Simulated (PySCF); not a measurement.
# Ionisation energy of Al by level of theory

Al [Ne] 3s2 3p1 (2P) → Al⁺ [Ne] 3s2 (1S), as a difference of total energies. Calculation: PySCF 2.14, in cc-pVDZ-DK (4s3p1d, 18 functions); scalar relativity by spin-free X2C-1e. Correlated levels: valence: [Ne] frozen. The calculations carry no spin-orbit coupling.

```csv
method,ionisation energy (eV),error (eV)
UHF,5.574,-0.403
M06-2X,5.737,-0.240
PBE0,6.085,+0.108
MP2 (valence),5.725,-0.252
SCS-MP2 (valence),5.706,-0.271
CCSD (valence),5.808,-0.169
CCSD(T) (valence),5.826,-0.151
```

Reference: 5.977 eV (measured; NIST levels, between the centres of gravity of the two terms).

Errors of the correlated levels include the incompleteness of this basis and the frozen core.
